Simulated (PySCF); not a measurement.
**Boron: a sound run and one with changed settings**

Sound run: B [He] 2s2 2p1, B⁺ [He] 2s2. Computed with PySCF 2.14 in 6-31G*, with no relativity, point nucleus. In the sound run the correlated levels freeze 1s2. The sound run starts from symmetry-adapted Hartree-Fock orbitals and uses a fine grid where one is needed.

Changed run: initial guess atom, at most 50 SCF cycles.

| species | method | sound run (hartree) | changed run (hartree) | converged |
| --- | --- | --- | --- | --- |
| B | UHF | -24.52197 | -24.52197 | yes |
| B | M06-L | -24.64401 | -24.64401 | yes |
| B | CCSD(T) | -24.57908 | -24.57908 | yes |
| B⁺ | MN15 | -24.32084 | -24.32084 | yes |
| B⁺ | MP2 | -24.26739 | -24.26739 | yes |

Here the plain start reaches the same solutions.
